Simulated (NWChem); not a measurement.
Species: methylamine (CH5N); SMILES CN

```xyz
7

C     -0.0077     0.6900     0.0000
N     -0.0967    -0.7537     0.0000
H     -0.5281     1.0968    -0.8817
H     -0.5281     1.0968     0.8817
H      1.0167     1.1197     0.0000
H      0.3764    -1.1414    -0.8133
H      0.3764    -1.1414     0.8133
```
Atoms are numbered in this order, from 1.

Computed with NWChem. Pople sets run with spherical d functions. Coordinates come from a PBE0/def2-SVP optimisation. GIAO values for the isolated, static molecule; σ is the absolute isotropic shielding.

```tsv
level	basis functions	σ C1 (ppm)	σ N2 (ppm)	σ H3 (rotor mean) (ppm)	σ H6 (ppm)
PBE0/6-31G*	38	164.1	247.2	29.61	32.38
PBE0/6-311G**	66	…	…	29.16	31.86
PBE0/def2-SVP	53	164.4	252.5	29.09	31.78
PBE0/def2-TZVP	92	155.1	246.4	29.02	31.71
PBE0/IGLO-II	74	155.1	245.4	29.20	31.86
PBE0/IGLO-III	120	152.2	241.9	28.86	31.39
PBE0/pcSseg-2	142	151.9	243.0	28.73	31.16
```

Q: What belongs in the gaps?

A: 
- PBE0/6-311G**, σ C1 (ppm): 156.4
- PBE0/6-311G**, σ N2 (ppm): 249.4
